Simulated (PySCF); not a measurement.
Converging SH in the basis (PBE0)

PySCF, UKS reference; doublet, unpaired electrons π ↑; De to H + S without counterpoise correction.

```json
{"basis": "STO-3G", "relativity": "no relativity", "functions": "10", "Re (Å)": "1.362", "ωe (cm⁻¹)": "2992", "De (eV)": "4.40", "μ (D)": "-0.71"}
{"basis": "pcseg-1", "relativity": "no relativity", "functions": "23", "Re (Å)": "1.356", "ωe (cm⁻¹)": "2722", "De (eV)": "3.66", "μ (D)": "-1.11"}
{"basis": "6-311G(d,p)", "relativity": "no relativity", "functions": "32", "Re (Å)": "1.350", "ωe (cm⁻¹)": "2702", "De (eV)": "3.69", "μ (D)": "-1.08"}
{"basis": "def2-SVPD", "relativity": "no relativity", "functions": "35", "Re (Å)": "1.355", "ωe (cm⁻¹)": "2713", "De (eV)": "3.73", "μ (D)": "-0.83"}
{"basis": "aug-cc-pVDZ/aug-cc-pV(D+d)Z", "relativity": "no relativity", "functions": "41", "Re (Å)": "1.353", "ωe (cm⁻¹)": "2706", "De (eV)": "3.73", "μ (D)": "-0.81"}
{"basis": "def2-TZVP", "relativity": "no relativity", "functions": "43", "Re (Å)": "1.346", "ωe (cm⁻¹)": "2705", "De (eV)": "3.74", "μ (D)": "-0.90"}
{"basis": "x2c-TZVPPall", "relativity": "spin-free X2C", "functions": "56", "Re (Å)": "1.345", "ωe (cm⁻¹)": "2702", "De (eV)": "3.75", "μ (D)": "-0.85"}
{"basis": "def2-TZVPPD", "relativity": "no relativity", "functions": "68", "Re (Å)": "1.345", "ωe (cm⁻¹)": "2709", "De (eV)": "3.77", "μ (D)": "-0.79"}
```

Task: How does each smaller set differ from the one with most functions, def2-TZVPPD?

Result: STO-3G: +1.7 pm, +10.4 % in ωe, +0.63 eV in De; pcseg-1: +1.1 pm, +0.5 % in ωe, -0.11 eV in De; 6-311G(d,p): +0.5 pm, -0.3 % in ωe, -0.08 eV in De; def2-SVPD: +1.0 pm, +0.1 % in ωe, -0.04 eV in De; aug-cc-pVDZ/aug-cc-pV(D+d)Z: +0.8 pm, -0.1 % in ωe, -0.04 eV in De; def2-TZVP: +0.1 pm, -0.1 % in ωe, -0.03 eV in De; x2c-TZVPPall: +0.0 pm, -0.3 % in ωe, -0.02 eV in De. All at PBE0; the set with most functions is neither the basis-set limit nor always the best. The rows treat relativity differently, so the differences are not basis effects alone.

A positive dipole means H(−)S(+). STO-3G is very small, so such numbers show the basis as much as the molecule. The state was picked by a PBE0 search and need not be the measured ground state.
